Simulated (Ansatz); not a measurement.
**C₄H₁₀S: a ladder of functionals and wavefunction methods**

An exercise on one series of results from a longer session: the logs are not shown, and one member is left open.

Program: Ansatz 0.2.0, Gaussian basis. Level of theory: functionals in def2-TZVPP, the program's frozen cores in correlated methods. These are calculated values, not measurements.

Levels to be run: LDA (SPW92), PBE-D4, revPBE-D4, BLYP-D4, r2SCAN-D4, B97M-V, PBE0-D4, B3LYP-D4, r2SCANh-D4, r2SCAN0-D4, HSE06-D4, BHLYP-D4, CAM-B3LYP-D4, LC-ωPBE, ωB97X-V, ωB97M-V, B2PLYP, PBE-QIDH; CCSD(T)/def2-SVP; CCSD(T)/def2-TZVPP; MP2/def2-QZVPP; extrapolation to the limit; RPA on PBE.

### Structure used throughout

An earlier PBE0-D4 in a triple-zeta def2 set relaxation fixed the geometry.

15 atoms, charge 0, spin multiplicity 1.

Atoms are counted from 1 here; the program's logs count them from 0.

Bond lengths: C1–C2 1.517 Å, C1–H6 1.094 Å, C1–H7 1.092 Å, C1–H8 1.092 Å, C2–C3 1.521 Å, C2–H9 1.096 Å, C2–H10 1.095 Å, C3–S4 1.806 Å, C3–H11 1.094 Å, C3–H12 1.094 Å, S4–C5 1.796 Å, C5–H13 1.092 Å, C5–H14 1.090 Å, C5–H15 1.091 Å. Angles: C2–C1–H6 111.0°, C2–C1–H7 111.2°, C2–C1–H8 110.9°, H6–C1–H7 107.8°, H6–C1–H8 107.6°, H7–C1–H8 108.3°, C1–C2–C3 113.7°, C1–C2–H9 109.8°, C1–C2–H10 110.0°, C3–C2–H9 107.7°, C3–C2–H10 109.5°, H9–C2–H10 105.8°, C2–C3–S4 115.7°, C2–C3–H11 110.8°, C2–C3–H12 110.2°, S4–C3–H11 108.2°, S4–C3–H12 104.5°, H11–C3–H12 107.0° and more.

The first run:

Contents of in.yaml:

```yaml
crystal:
  periodic: [false, false, false]
  atoms:
    - {symbol: C, position_ang: [-0.749929, -0.132227, 1.829119]}
    - {symbol: C, position_ang: [0.485983, 0.169363, 1.002115]}
    - {symbol: C, position_ang: [0.744457, -0.843931, -0.102621]}
    - {symbol: S, position_ang: [-0.525172, -0.947552, -1.383237]}
    - {symbol: C, position_ang: [-0.288643, 0.632835, -2.203949]}
    - {symbol: H, position_ang: [-0.661871, -1.103694, 2.324242]}
    - {symbol: H, position_ang: [-0.902163, 0.623530, 2.602526]}
    - {symbol: H, position_ang: [-1.641658, -0.161866, 1.199589]}
    - {symbol: H, position_ang: [1.370658, 0.190034, 1.649289]}
    - {symbol: H, position_ang: [0.411109, 1.171820, 0.568329]}
    - {symbol: H, position_ang: [1.705151, -0.652277, -0.589644]}
    - {symbol: H, position_ang: [0.793584, -1.853852, 0.315700]}
    - {symbol: H, position_ang: [0.738321, 0.738684, -2.560261]}
    - {symbol: H, position_ang: [-0.958760, 0.644324, -3.064158]}
    - {symbol: H, position_ang: [-0.542970, 1.474107, -1.557735]}
basis:
  gaussian: {orbitals: def2-TZVPP}
hamiltonian: {xc: lda}
output: {orbitals: {seedname: orbitals}}
```

On the command line:

```
ansatz run in.yaml --threads 4 --pin off --events-out ev --progress --plain --max-ram 10444MiB
```

Among the steps run: LDA; PBE-D4 (GGA); revPBE-D4 (GGA); BLYP-D4 (GGA); r2SCAN-D4 (meta-GGA); B97M-V (meta-GGA); B3LYP-D4 (hybrid); r2SCANh-D4 (hybrid); r2SCAN0-D4 (hybrid); HSE06-D4 (hybrid); BHLYP-D4 (hybrid); CAM-B3LYP-D4 (range-separated); LC-ωPBE (range-separated); ωB97X-V (range-separated); ωB97M-V (range-separated); B2PLYP (double hybrid); PBE-QIDH (double hybrid).

One of the session's tables, all rows but one given; the rest of the session is left out.

It belongs to the step «Frontier levels by functional». 

| functional | HOMO (eV) | LUMO (eV) | gap (eV) |
| --- | --- | --- | --- |
| LDA (SPW92) | ? | ? | ? |
| PBE-D4 | -5.00 | 0.12 | 5.13 |
| revPBE-D4 | -4.96 | 0.21 | 5.16 |
| BLYP-D4 | -4.86 | 0.17 | 5.04 |
| r2SCAN-D4 | -5.22 | 0.54 | 5.77 |
| B97M-V | -5.35 | 0.32 | 5.67 |
| PBE0-D4 | -6.22 | 1.03 | 7.24 |
| B3LYP-D4 | -6.00 | 0.71 | 6.71 |
| r2SCANh-D4 | -5.68 | 0.88 | 6.56 |
| r2SCAN0-D4 | -6.36 | 1.36 | 7.72 |
| HSE06-D4 | -5.82 | 0.65 | 6.47 |
| BHLYP-D4 | -7.32 | 1.70 | 9.02 |
| CAM-B3LYP-D4 | -7.57 | 1.86 | 9.42 |
| LC-ωPBE | -8.95 | 3.17 | 12.11 |
| ωB97X-V | -8.60 | 2.94 | 11.54 |
| ωB97M-V | -8.45 | 2.55 | 11.00 |

**Question.** Estimate the row for LDA (SPW92).

As computed: HOMO (eV): -5.11; LUMO (eV): -0.04; gap (eV): 5.07. In the column «HOMO (eV)» it lies between r2SCAN-D4 (-5.22) and PBE-D4 (-5.00).
